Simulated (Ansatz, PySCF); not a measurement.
N2, SMILES N#N (connectivity only; charge and spin as stated), charge +1, multiplicity 2. Atoms are numbered in the order given.

```xyz
2

N      0.0000     0.0000    -0.5521
N      0.0000     0.0000     0.5521
```
Charge +1, spin multiplicity 2.

The structure is a stationary point at B3LYP-D3(BJ)/def2-TZVPD.

Two levels are set side by side: PBE-D3(BJ)/def2-TZVPD (Ansatz, a program for electronic structure) and B3LYP-D3(BJ)/def2-TZVPD (Ansatz). Each level has its own optimised geometry; the coordinates shown are those of the second. Frequencies come from the Hessian of PySCF at each geometry. Differences are taken from unrounded values.

```json
[
 {"quantity": "bond N1–N2 (Å)", "B3LYP-D3(BJ)": "1.104", "PBE-D3(BJ)": "1.114", "PBE-D3(BJ) minus B3LYP-D3(BJ)": "0.010"},
 {"quantity": "highest harmonic wavenumber (cm⁻¹)", "B3LYP-D3(BJ)": "2334", "PBE-D3(BJ)": "2264", "PBE-D3(BJ) minus B3LYP-D3(BJ)": "-69"},
 {"quantity": "mean harmonic wavenumber (cm⁻¹)", "B3LYP-D3(BJ)": "2334", "PBE-D3(BJ)": "2264", "PBE-D3(BJ) minus B3LYP-D3(BJ)": "-69"},
 {"quantity": "zero-point energy (kcal/mol)", "B3LYP-D3(BJ)": "3.34", "PBE-D3(BJ)": "3.24", "PBE-D3(BJ) minus B3LYP-D3(BJ)": "-0.10"}
]
```
